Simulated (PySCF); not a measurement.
# Solvent effects on NMR parameters

Bonds (- single, = double, # triple, : aromatic): C1-C2 1.522 Å, C2-O3 1.408 Å, O3-C4 1.390 Å, C4-O5 1.390 Å, O5-C6 1.408 Å, C6-C1 1.522 Å. C1 carries H7, H8; C2 carries H9, H10; C4 carries H11, H12; C6 carries H13, H14.

GIAO PBE0/pcSseg-1 in PySCF 2.14.0 with density-fitted response routines on one PBE0-D3(BJ)/def2-SVP conformer, non-relativistic, equivalent nuclei averaged. Solvents enter as an IEF-PCM continuum (cyclohexane with ε = 2.0, chloroform with ε = 4.7) around the gas-phase geometry. Shifts are referred to TMS computed in the same medium.

Gas phase, δ in ppm: C4 95.4, C2/C6 67.6, C1 28.6, H11/H12 4.67, H9/H10/H13/H14 3.67, H7/H8 1.38. Dipole moment 2.03 D.

(1) How does each δ change in the continuum?

(2) Which nuclei move most (in ppm), and what does the model miss?

Results:

(1) 
```
         atoms                                    environment  Δδ, cyclohexane  Δδ, chloroform
            C4                 sp3 carbon bearing two oxygens             +0.2            +0.3
         C2/C6                            sp3 CH2 bonded to O             +0.4            +0.7
            C1                              sp3 CH2 in a ring             +0.2            +0.5
       H11/H12  hydrogen on an sp3 carbon bearing two oxygens            +0.04           +0.07
H9/H10/H13/H14             hydrogen on an sp3 CH2 bonded to O            +0.06           +0.10
         H7/H8               hydrogen on an sp3 CH2 in a ring            +0.05           +0.09
```

Changes are relative to the gas phase. The dipole moment becomes 2.26 D in cyclohexane, 2.48 D in chloroform.

(2) C2/C6 (sp3 CH2 bonded to O, +0.7 ppm) in chloroform. A continuum only polarises the solute; specific hydrogen bonds, the anisotropy of aromatic solvents and changes of geometry or conformer are outside it.
